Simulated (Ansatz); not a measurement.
Basis-set extrapolation for methylamine (`CN`) (PBE0-D4/def2-TZVP geometry, frozen core, Ansatz). Multiplicity 1, RHF reference.

|  | cc-pV(T+d)Z | cc-pV(Q+d)Z |
| --- | --- | --- |
| HF | -95.253224 | -95.260719 |
| MP2 correlation | -0.404323 | -0.431121 |
| CCSD(T) correlation | -0.443295 | not run |

Energies in hartree. Use E(X) = E(∞) + A·exp(−5.46·√X) for Hartree–Fock and E(X) = E(∞) + B·X^(−3.05) for correlation, with X = 3 and 4, and add CCSD(T) minus MP2 of the smaller set to the MP2 limit.

Q: What is the CCSD(T) energy at the basis-set limit?

A: HF limit: -95.260719 + (-0.007495) × 0.30130 = -95.26298. MP2 limit: -0.431121 + (-0.026798) × 0.71189 = -0.45020. Higher-order term: -0.443295 − (-0.404323) = -0.03897. Total: -95.75215 hartree, 1.51 eV below CCSD(T)/cc-pV(T+d)Z.
